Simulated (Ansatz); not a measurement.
Single points on AlH2(OMe) (CH₅AlO).

```yaml
crystal:
  periodic: [false, false, false]
  atoms:
    - {symbol: Al, position_ang: [0.682554, 1.303874, 0.825374]}
    - {symbol: H, position_ang: [2.209324, 1.224496, 1.229969]}
    - {symbol: H, position_ang: [-0.232274, 2.551203, 1.154376]}
    - {symbol: O, position_ang: [0.009232, 0.019168, 0.022609]}
    - {symbol: C, position_ang: [-0.549626, -1.050336, -0.666036]}
    - {symbol: H, position_ang: [-1.330179, -0.705532, -1.353695]}
    - {symbol: H, position_ang: [-1.002153, -1.761020, 0.033831]}
    - {symbol: H, position_ang: [0.213122, -1.581854, -1.246429]}
basis:
  gaussian: {orbitals: STO-3G}
hamiltonian: {xc: hf}
scf: {omitted_lower_state_checks: [starts]}
output: {orbitals: {seedname: orbitals}}
```

The file start.molden holds the orbitals of an earlier run on this structure, at another level or in another basis.

```sh
$ ansatz run in.yaml --threads 4 --pin off --events-out ev --progress --plain --max-ram 3916MiB
```

Shortened log:

```
Functional definition: HF
302 factors; integrals over basis functions are off by at most 3.0e-5 eV
mean field evaluation 1: about -9607.9972 eV, gradient 2.4e1 eV
mean field evaluation 2: about -9608.1008 eV, gradient 2.4e1 eV
mean field evaluation 4: about -9610.0842 eV, gradient 1.4e0 eV
mean field evaluation 8: about -9610.0920 eV, gradient 2.3e-5 eV
mean field -9610.09202006 eV, -353.1643677828 hartree, gradient 7.0e-5 eV, S^2 0.000000; 0 other end points of the search recorded, 0 dependent functions left out
reference -9610.09202006 eV, -353.1643677828 hartree; 16, 16 occupied and 8, 8 virtual orbitals, 302 factors
Total energy: -9610.09202006 eV, -353.1643677828 hartree
Checks for a lower state left out: starts
```

The first input with `gaussian: {orbitals: def2-TZVP, initial_orbitals: start.molden}`, `correlation: {method: mp2}` and without the key `hamiltonian` (abridged; 0.35 s):

```
Functional definition: HF
mean field -9731.91302199 eV, -357.6412070305 hartree, gradient 5.4e-6 eV, S^2 0.000000
7 core orbitals not correlated: weight in the atoms' cores, before any rotation towards them, 1.000 or more for the frozen orbitals, at most 0.000 for the correlated occupied ones
second order -13.11342678 eV of doubles, -0.00000000 eV of singles
Total energy: -9745.02644876 eV, -358.1231165759 hartree
Checks for a lower state left out: starts
```

Geometry: r2SCAN-D4/def2-TZVP.

Correlated methods freeze 7 core orbitals.
